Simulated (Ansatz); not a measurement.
O2Si, SMILES O=[Si]=O, an active-space calculation

With Ansatz's Python interface.

Interactive session:
```pycon
>>> import ansatz as az
>>> BASIS = '6-31G*'
>>> geometry_ang = [
...     ('O', [0.69123, 1.21729, 0.51374]),
...     ('Si', [-0.00073, 0.00044, -0.00016]),
...     ('O', [-0.69051, -1.21774, -0.51358]),
... ]
>>> mol = az.Crystal.molecule()
>>> for symbol, xyz in geometry_ang:
...     mol = mol.atom(symbol, xyz)
...
>>> base = (
...     mol.calculation()
...     .basis(gaussian=BASIS)
...     .correlation(active_electrons=4, active_orbitals=4)
... )
>>> for method in [None]:
...     data = (base if method is None else base.correlation(method)).run(threads=1, pin='off').report
...     space = data['configurations']
...     state = space['states'][0]
...     print(method or 'casscf', f'total {data["free_energy_ev"] / 27.211386246:.6f} Ha, active-space state {state["energy"]["hartree"]:.6f} Ha, mean field {data["reference_energy_ev"] / 27.211386246:.6f} Ha')
...     print('  determinants', state['n_determinants'], ' natural occupations', [round(n, 3) for n in space['natural_occupations']])
...
casscf total -438.678636 Ha, active-space state -438.678636 Ha, mean field -438.618502 Ha
  determinants 36  natural occupations [1.967, 1.965, 0.035, 0.032]
>>> print('effectively unpaired electrons, sum of min(n, 2 - n):', round(sum(min(n, 2 - n) for n in space['natural_occupations']), 3))
effectively unpaired electrons, sum of min(n, 2 - n): 0.134
```

Notes:
- Total energies depend on the basis set; only differences at equal settings carry meaning.
- The geometry is a force-field or estimated start, not a minimum of this method, and the basis set is short of its limit. The active space starts as a window about the frontier orbitals and is then optimised, not chosen by chemistry.
- Timing: 2.6 s on 1 thread of Arm Neoverse V1 (shared host), peak memory 0.15 GiB.
